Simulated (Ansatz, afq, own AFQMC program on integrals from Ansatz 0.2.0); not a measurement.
AFQMC, coupled cluster and functionals along a coordinate of SiN, doublet

```yaml
atoms:
  - { symbol: Si, position_ang: [0.0000, 0.0000, 0.0000] }
  - { symbol: N, position_ang: [0.0000, 0.0000, 1.5638] }
```

The Si1–N2 distance is changed with both sides rigid. Energies in eV count from this geometry (1.564 Å) at the same level; the start stands on ROHF, each point on the determinant named.

Basis 6-31G. Noble-gas cores (and the filled d shells of Ga–Kr and In–Xe) are frozen. AFQMC by an in-house program on the Cholesky factors that Ansatz 0.2.0 writes for its CCSD(T) run. ph-AFQMC/CISD is guided by a CISD state made of CCSD amplitudes; releasing the constraint for a short imaginary time cuts its bias at the price of noise, slowly where states lie close. ± is one standard error of the sampling.

Cautions, each for one point or more: (Q) is large, so the cluster series hasn't closed; (T) is large; CCSDTQ on the UHF determinant differs, by its state or its frozen core; a spin-contaminated unrestricted determinant lies lower; cluster runs in doubt by the program's own checks; strong correlation; the next higher spin lies close; the ph-AFQMC/CISD walk drifts between its halves; the search met a lower determinant of the same kind, perhaps of another symmetry, and this one is a saddle point; unrestricted determinant slightly spin contaminated; unrestricted determinant spin contaminated.

```tsv
r(Si1–N2) / Å	det.	T1	weight	⟨S²⟩	CCSD(T)	ph-AFQMC/CISD	FCI	CCSDT(Q)	PBE	B2PLYP
1.234	UHF	0.065	0.84	0.80	6.932	6.904 ± 0.007	6.952	6.951	6.675	6.624
1.889	ROHF	0.080	0.76	pure	0.330	0.398 ± 0.007	0.317	0.338	0.415	0.619§
2.480	ROHF†	0.271	0.31	pure	1.482	2.127 ± 0.010	1.976	1.742	2.417§	2.331§
3.464	UHF†	0.014	0.95	2.73	2.700	2.666 ± 0.005	2.737	2.743	3.711§	3.048§
5.293	UHF†	0.005	0.96	2.75	2.736	2.736 ± 0.005	2.807	2.805	3.975§	3.142§
```

Weight is that of the determinant in the CISD state; at the start T1 is 0.078 and the weight 0.79. A dagger marks points whose determinant fills other symmetries than the start's, so the wave-function levels may follow another state there, or a degenerate partner. § marks a functional whose ⟨S²⟩ is too high by over 0.1 (B2PLYP at the start too). Largest departures from full CI: CCSD(T) -0.494 eV at 2.480 (on ROHF), ph-AFQMC/CISD 0.151 eV at 2.480 (on ROHF), CCSDT(Q) -0.234 eV at 2.480 (on ROHF), PBE -0.277 eV at 1.234. Functionals count only at points shown to share the start's state and spin. In this small basis the wave-function levels are far from their limit, so their gap to the functionals isn't the functionals' error. In total energy ph-AFQMC/CISD lies 71 ± 5 meV above full CI at the start, so its agreement along the curve rests in part on cancellation.

Some points may be missing: those where a free walk finds a much lower state, and past Zn most of those on another determinant than at the start.

CCSDT and higher add their correlation energy to the determinant of the CCSD(T) run, since their own runs factorise the integrals more tightly (a shift of under 2 meV). A walk keeps the symmetry of its determinant, which the program's search chose and which needn't be the lowest solution, so a lower state of the same spin and another symmetry isn't excluded.
